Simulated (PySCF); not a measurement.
Electronic absorption of SiClH3

Species: SiClH3.
SMILES: `Cl[SiH3]`

The calculation used PySCF, TDDFT wB97X-D/def2-SVPD, vertical, gas phase, core orbitals frozen in the response. Isolated species at its PBE0-D3(BJ)/def2-SVP geometry, gas phase.

List the vertical singlet excitations with oscillator strengths and describe the spectrum.

```tsv
state	E (eV)	ν̃ (cm⁻¹)	f	symmetry	main configurations (H = HOMO, L = LUMO)
S1	7.50	60480	0.013	E	H-1/H→L (≥90%)
S2	7.50	60480	0.013	E	H-1/H→L (≥90%)
S3	8.70	70190	0.017	E	H-1/H→L+1 (≥90%)
S4	8.70	70200	0.017	E	H-1/H→L+1 (≥90%)
S5	8.79	70890	0.0000	–	H-1/H→L+2 (≥48%), H-1/H→L+3 (≥48%)
S6	9.08	73220	0.011	E	H-1/H→L+3 (≥25%), H-1/H→L+2 (≥25%), H-3/H-2→L (≥22%)
S7	9.08	73220	0.011	E	H-1/H→L+2 (≥25%), H-1/H→L+3 (≥25%), H-3/H-2→L (≥22%)
S8	9.26	74650	0.019	A1	H-1/H→L+3 (≥44%), H-1/H→L+2 (≥44%), H-4→L (9%)
S9	9.33	75270	0.039	E	H-3/H-2→L (≥64%), H-1/H→L+3 (≥10%)
S10	9.33	75280	0.039	E	H-3/H-2→L (≥64%), H-1/H→L+3 (≥10%)
```

Triplets, Tamm–Dancoff:

| state | E (eV) | λ (nm) | main configurations (H = HOMO, L = LUMO) |
| --- | --- | --- | --- |
| T1 | 7.13 | 173.8 | H-1/H→L (≥92%) |
| T2 | 7.13 | 173.8 | H-1/H→L (≥92%) |
| T3 | 8.38 | 147.9 | H-1/H→L+1 (≥60%) |
| T4 | 8.38 | 147.9 | H-1/H→L+1 (≥60%) |

The lowest singlet level (S1/S2) lies at 7.50 eV (165 nm, vacuum ultraviolet) and is weak. The strongest level in the table is S9/S10 at 9.33 eV (133 nm, f = 0.077 summed). It is the last of those listed, so stronger ones may follow. S1/S2, S3/S4, S6/S7 and S9/S10 lie within about 0.01 eV of each other in each set; the point group C3v has degenerate representations, and within a degenerate level the listed configurations can mix freely. Löwdin shares by element: HOMO (one of a set within 0.03 eV) chlorine 64%, hydrogen 18% or more, silicon 17%; LUMO silicon 39%, chlorine 27%, hydrogen 22% or more. Weighted by f, the mean energy of these states is 8.91 eV. The listed states span 1.83 eV, and the widest gap between neighbours is 1.20 eV (S2 to S3). Orbital energies (eV): HOMO-3 -12.85, HOMO-2 -12.85, HOMO-1 -10.97, HOMO -10.97, LUMO 1.41, LUMO+1 1.98, LUMO+2 2.76. Symmetry labels in C3v follow from the direction of the transition dipole and are given only for states with f of 0.002 or more. Orbitals of the list HOMO-3 to LUMO+2 that lie within 0.01 eV of each other are written together with a slash and their weights summed (≥ marks a lower bound); for degenerate orbitals outside that list single weights are arbitrary. The window holds the lowest 10 singlets.

On an x86-64 server with one thread, no GPU, on a shared host, this took 3.3 s wall.
